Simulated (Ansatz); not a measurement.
Basis sets over 5 cases of the adiabatic electron affinity at CCSD(T) with Ansatz (Al to Cl present), each against its own reference: (a) Hartree-Fock in aug-cc-pV5Z plus the correlation part extrapolated as X^-3 from aug-cc-pVQZ and aug-cc-pV5Z; (b) Hartree-Fock in aug-cc-pVQZ plus the correlation part extrapolated as X^-3 from aug-cc-pVTZ and aug-cc-pVQZ. By their distance from other large sets or by the extrapolation step the references are unsure by up to roughly 0.019 eV. B3LYP-D3(BJ)/def2-TZVP geometries; electronic energies, positive where released; frozen cores; unrestricted open shells; no added dispersion term; no relativity. Cartesian d functions in some cases of 6-31+G*, 6-311+G**. (X+d) sets on Al to Cl for cc-pVXZ and aug-cc-pVXZ. 

Cases are drawn at random; left out are references unsure by over 0.033 eV, unbound anions, doubtful singlets, and cases whose largest runs show a restricted determinant unstable towards unrestricted orbitals, <S^2> over 0.1 too high or, where CCSD(T) ran, T1 over 0.025 (0.045 for open shells). Sets are drawn from those converged to one state in every case.

Cases (SMILES) and reference values:
- [PH2] (PH2) → [PH2-] (an electron is taken up): 1.257 eV (b)
- Cl[CH2] (CH2-Cl) → [CH2-]Cl (an electron is taken up): 0.677 eV (b)
- Cl atom → [Cl-] (an electron is taken up): 3.665 eV (a)
- [SH] (SH) → [SH-] (an electron is taken up): 2.358 eV (b)
- ClCl (Cl2) → Cl2- (doublet, bonded as ClCl) (an electron is taken up): 2.398 eV (b)

```tsv
basis	functions over 6-31+G* (largest species, mean of cases)	mean signed deviation (eV)	mean absolute	largest	within 0.1 eV
6-31+G*	1.0	-0.462	0.465	0.609	1 of 5
def2-SVPD	1.3	-0.188	0.374	0.734	0 of 5
6-311+G**	1.4	-0.424	0.424	0.577	1 of 5
6-311++G(2d,2p)	1.7	-0.235	0.250	0.375	1 of 5
def2-TZVPD	2.1	-0.191	0.191	0.340	1 of 5
jun-cc-pV(T+d)Z	2.4	-0.144	0.144	0.206	1 of 5
def2-TZVPPD	2.6	-0.185	0.185	0.324	1 of 5
aug-cc-pVTZ	3.0	-0.089	0.089	0.161	3 of 5
def2-QZVPPD	4.2	-0.097	0.097	0.160	3 of 5
aug-pcseg-3	5.2	-0.071	0.071	0.090	5 of 5
```

Of the sets for which every case ran a larger relative (same family, alike in diffuse functions), none listed holds all cases within 0.1 eV together with them. Inside, though some case ran no larger relative to test it: aug-pcseg-3. A case lies within its reference's uncertainty of the window's edge in jun-cc-pV(T+d)Z, def2-QZVPPD, aug-pcseg-3. These figures hold for the cases listed.

Ansatz is a first-principles code.
